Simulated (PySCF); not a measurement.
**Spin states of OH**

Unrestricted PBE0; basis H cc-pVDZ, O cc-pVDZ; no relativity; PySCF 2.14. Outer shells of the fragments: H 1s1; O 2s2 2p4.

Followed along the bond (rough minima from three points):

| 2Ms+1 | unpaired | ⟨S²⟩ at the start | R at minimum (Å) | Te (eV) |
| --- | --- | --- | --- | --- |
| 2 | π ↑ | 0.75 | 0.98 | 0.00 |

Solutions found at the starting distance of 0.920 Å, counted from the lowest of them; the search is not exhaustive and high or unbound solutions are not listed, so other states can lie among these:

| 2Ms+1 | unpaired | term | E (eV) | ⟨S²⟩ | ⟨Lz²⟩ | μ (D) |
| --- | --- | --- | --- | --- | --- | --- |
| 2 | π ↑ | ²Π | 0.00 | 0.75 | 1.00 | -1.66 |
| 4 | σ ↑, π ↑↑ | ⁴Σ⁻ | 8.38 | 3.75 | 0.00 | 2.80 |

A term symbol is given only where ⟨S²⟩ and ⟨Lz²⟩ are close to those of a pure state; real π, δ and φ orbitals otherwise mix terms. A positive dipole means H(−)O(+).

Counting both spins, an empty level lies below a filled one in some of these solutions, because spin and occupation are held.
